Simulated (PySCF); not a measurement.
# CCl3F (CFCl3): the cost of one run

Programs: PySCF 2.14.0, with density-fitted response routines of our own. Each step states its level of theory. These are calculated values for one molecule in the gas phase, unless marked as measured. Atoms are numbered from 0 throughout.

**1. The starting structure**

5 atoms, charge 0, multiplicity 1; geometry from: GFN2-xTB.

Bonds of the start (Å): F0–C1 1.34, C1–Cl2 1.77, C1–Cl3 1.77, C1–Cl4 1.77.

**2. NMR shieldings: mPW1PW91/def2-QZVP**

The job: settings as JSON, then the geometry in Å.

```
{"job": {"kind": "nmr", "xc": "mPW1PW91", "basis": "def2-QZVP", "pop": false}, "charge": 0, "multiplicity": 1}
F      0.060305    -0.141039     1.396058
C      0.004642    -0.006315     0.066724
Cl    -0.457934     1.660563    -0.312646
Cl     1.602752    -0.370613    -0.603874
Cl    -1.201142    -1.139743    -0.563447
```

With the program's defaults for keys left out, this is: GIAO mPW1PW91/def2-QZVP NMR shielding, non-relativistic, gas phase.

Launch:

```sh
$ OMP_NUM_THREADS=1 python probes_run.py task.json out
```

The driver reads the jobs from task.json and runs them one after another.

**Question.** How long does this first job take on 1 thread of Intel Xeon at 2.30GHz, shared host, and how much memory does it need?

About 35 s, with a peak of 1.4 GiB.
